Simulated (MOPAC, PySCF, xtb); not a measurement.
Dissociation curve of LiH, singlet.

GFN1-xTB (xtb); RKS-B3LYP/6-31G* = restricted B3LYP/6-31G*, spherical d in PySCF; RMP2/3-21G = PySCF with restricted MP2 (frozen core)/3-21G; RHF/STO-3G = PySCF with restricted Hartree-Fock/STO-3G; AM1, restricted, heats of formation (MOPAC).

Energies are in mEh, each relative to the lowest point of its own curve near equilibrium.

| R / Å | GFN1-xTB | RKS-B3LYP/6-31G* | RMP2/3-21G | RHF/STO-3G | AM1 |
|---|---|---|---|---|---|
| 1.22 | 8.9 | 30.7 | 35.0 | [?] | 47.1 |
| 1.26 | 5.6 | [?] | 27.4 | 16.9 | 35.8 |
| 1.35 | 1.3 | 11.8 | 14.5 | 6.3 | 17.1 |
| 1.45 | 0.0 | 4.1 | 5.8 | 0.8 | 5.3 |
| 1.51 | 0.4 | 1.6 | 2.6 | 0.0 | 1.7 |
| 1.53 | [?] | 1.0 | 1.9 | 0.1 | 1.0 |
| 1.60 | 2.1 | 0.0 | 0.3 | 1.5 | 0.0 |
| 1.67 | 4.1 | 0.2 | 0.0 | 4.5 | 1.1 |
| 1.69 | 4.8 | 0.5 | 0.1 | 5.6 | 1.7 |
| 1.73 | 6.3 | 1.2 | 0.6 | 8.2 | 3.4 |
| 1.86 | 12.0 | 5.1 | 3.9 | [?] | 11.2 |
| 1.99 | 19.0 | 10.7 | 9.2 | 31.4 | 21.8 |
| 2.13 | 27.3 | 17.9 | 16.1 | 47.1 | 34.8 |
| 2.44 | 46.6 | 35.3 | 33.7 | 85.0 | 64.5 |
| 2.61 | 57.7 | 44.8 | 43.5 | 106.2 | 79.7 |
| 2.91 | 77.9 | 60.6 | 60.2 | 142.3 | 103.3 |
| 3.21 | 98.1 | 74.5 | 75.2 | 175.0 | 122.5 |
| 3.53 | 118.8 | 87.3 | 89.1 | 204.7 | 138.6 |
| 3.94 | 142.2 | 100.7 | 103.3 | 234.7 | 154.0 |
| 4.32 | 159.6 | 110.4 | 112.7 | 255.3 | 164.5 |
| 4.79 | — | 119.6 | 119.1 | [?] | 174.2 |
| 5.50 | — | 129.0 | 117.6 | [?] | 184.2 |
| 6.39 | — | 135.6 | 100.5 | 300.7 | 192.4 |

What belongs in the gaps?


- 1.22, RHF/STO-3G: 23.8
- 1.26, RKS-B3LYP/6-31G*: 23.6
- 1.53, GFN1-xTB: 0.6
- 1.86, RHF/STO-3G: 18.5
- 4.79, RHF/STO-3G: 273.1
- 5.50, RHF/STO-3G: 289.6

A dash means that the run gave no value there, or that the column was ended at a point which the program doubted or which failed a test of continuity chosen for this set; such a test can also cut sound points.

The restricted form behind RKS-B3LYP/6-31G*, RMP2/3-21G, RHF/STO-3G, AM1 keeps the bonding electrons paired and can't separate into open-shell fragments.
